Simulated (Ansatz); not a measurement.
# AlCl− (doublet): relaxing a cheap start

Aim: relax a generated start of AlCl− (doublet) and see which bonds hold.

The runs use Ansatz 0.2.0, Gaussian basis; UKS PBE0/def2-TZVPD.

**1. The starting structure**

2 atoms, charge -1, spin multiplicity 2.

Atoms are counted from 1 here; the program's logs count them from 0.

Bond lengths: Al1–Cl2 2.074 Å.

The start is set by covalent radii. Sticks and bond lists go by distance. 

**2. Relaxation**

in.yaml reads:

```yaml
crystal:
  periodic: [false, false, false]
  atoms:
    - {symbol: Al, position_ang: [0.000000, 0.000000, 0.000000]}
    - {symbol: Cl, position_ang: [0.000000, 0.000000, 2.073900]}
basis:
  gaussian: {orbitals: def2-TZVPD}
total_charge: -1
magnetization: {spin_polarized: true, initial_magnetization: 1}
hamiltonian: {xc: pbe0}
relax: {f_tol: 0.004, max_steps: 80}
```

Command:

```
> ansatz run in.yaml --threads 1 --pin off --events-out ev --progress --plain --max-ram 2176MiB
```

**Question.** What will these runs give? Wanted: energy gained; shift from the start; total energy; ⟨S²⟩.

**Answer**, as computed:

| quantity | value |
| --- | --- |
| steps | 5 |
| energy gained | 0.235 eV |
| shift from the start (rms) | 0.115 Å |
| total energy | -19114.4106 eV |
| ⟨S²⟩ | 0.759 |

In words: The bonds of the start are those of the end. Al1–Cl2 went from 2.074 to 2.304 Å. No vibrations were run, so this is a stationary point, not a proven minimum, and this spin need not be the ground state's.
